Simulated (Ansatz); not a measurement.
A geometry optimisation of BHSi with B3LYP/6-31G*

The starting geometry of this gas-phase triplet was optimised with GFN2-xTB as a singlet.

```csv
atom,x (Å),y (Å),z (Å)
B,-3.0644,0.6841,0.1450
Si,-2.0114,1.3467,-1.1592
H,-1.1414,1.8942,-2.2367
```

Problem. Predict what it relaxes into with B3LYP/6-31G*.

Solution. It rearranges, giving a structure given below by its coordinates. Contacts that open: Si2–H3 (1.49 → 3.07 Å). Contacts that close: B1–H3 (3.29 → 1.19 Å).

The energy falls by 2.78 eV over 27 steps:

```
step  E − E(last) (eV)
   1             2.779
   4             2.769
   7             2.768
  10             2.242
  13             1.674
  15             1.591
  18             1.291
  21             1.077
  24             0.120
  27             0.000
```

Final geometry (Å):

```yaml
atoms:
  - { symbol: B, position_ang: [-2.2041, 1.2349, -1.2609] }
  - { symbol: Si, position_ang: [-1.1377, 1.8296, 0.1744] }
  - { symbol: H, position_ang: [-2.8754, 0.8605, -2.1644] }
```

No frequencies were run, so the end isn't proven a minimum. Open shells are spin-unrestricted. The triplet needn't be the ground state. Run with Ansatz 0.2.0, 3.4 min on 1 thread of Intel(R) Xeon(R) Processor @ 2.50GHz (Skylake/Cascade Lake), with other jobs on the host.
